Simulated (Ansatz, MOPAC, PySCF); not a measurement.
Pair of molecules: HF (SMILES F) (first 2 atoms) with HF (SMILES F); geometry from A24 set.
(charge 0, multiplicity 1):
```
atom   x (Å)    y (Å)    z (Å)
----  ------  -------  -------
H     0.0000   0.8027   1.6953
F     0.0000  -0.0460   1.3403
H     0.0000  -0.1204  -0.4908
F     0.0000   0.0098  -1.4042
```

Monomers are frozen at their geometry in the pair; levels with a basis set take the counterpoise correction. Rows marked so take none.

Frozen-core correlation. CBS(a, b) extrapolates the correlation energy as X⁻³ and adds the Hartree–Fock energy of set b. Rows in 3-21G, 6-311+G**, 6-31G* carry no dispersion term and start afresh at each structure (6-31G* with six Cartesian d functions). The state that AM1, PM3 reach isn't checked.

The values were computed with Ansatz (a quantum-chemistry and plane-wave program) with Gaussian orbitals; MOPAC for AM1, PM3 (differences of heats of formation); PySCF for 3-21G rows, 6-311+G** rows, 6-31G* rows, the dispersion terms. Each number belongs to the level named beside it.

Other levels give for the interaction energy: PBE/def2-TZVPPD -4.55; B3LYP/def2-TZVPPD -4.35; B3LYP-D3(BJ)/def2-TZVPPD -4.72; wB97M-V/def2-TZVPPD -4.58; CCSD(T)/CBS(aug-cc-pVTZ, aug-cc-pVQZ) -4.61 kcal/mol.

Common cheap choices:

| level | interaction energy (kcal/mol) | less -4.57 (computed benchmark interaction energy, Řezáč and Hobza, A24 set) |
|---|---|---|
| AM1 | -2.26 | 2.32 |
| PM3 | -4.98 | -0.40 |
| HF/6-31G* (no counterpoise) | -6.08 | -1.51 |
| BP86/6-31G* (no counterpoise) | -7.40 | -2.82 |
| B3LYP/3-21G (no counterpoise) | -13.69 | -9.12 |
| B3LYP/6-31G* | -5.33 | -0.76 |
| B3LYP/6-311+G** (no counterpoise) | -4.94 | -0.36 |
| M06-2X/6-31G* (no counterpoise) | -7.63 | -3.06 |
